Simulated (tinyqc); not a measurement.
Inside a calculation. Method: geometry optimisation on the UHF/sto-3g surface (energies and gradients from PySCF), for LiH, spin multiplicity 3. One step of it, computed by the program tinyqc.

Task: Step 3: move. Steepest descent, p = -g / 0.6; steps longer than 0.3 bohr are cut back.

positions after step 2 (bohr), order 1Li, 2H:
$$\begin{pmatrix}
0.000000 & 0.000000 & -0.171090 \\
0.000000 & 0.000000 & 2.765684
\end{pmatrix}$$

gradient (hartree/bohr), order 1Li, 2H:
$$\begin{pmatrix}
0.00000000 & 0.00000000 & 0.03136562 \\
0.00000000 & 0.00000000 & -0.03136562
\end{pmatrix}$$

Give: positions after step 3.

Result:

positions after step 3 (bohr), order 1Li, 2H:
$$\begin{pmatrix}
0.0000 & 0.0000 & -0.2234 \\
0.0000 & 0.0000 & 2.8180
\end{pmatrix}$$
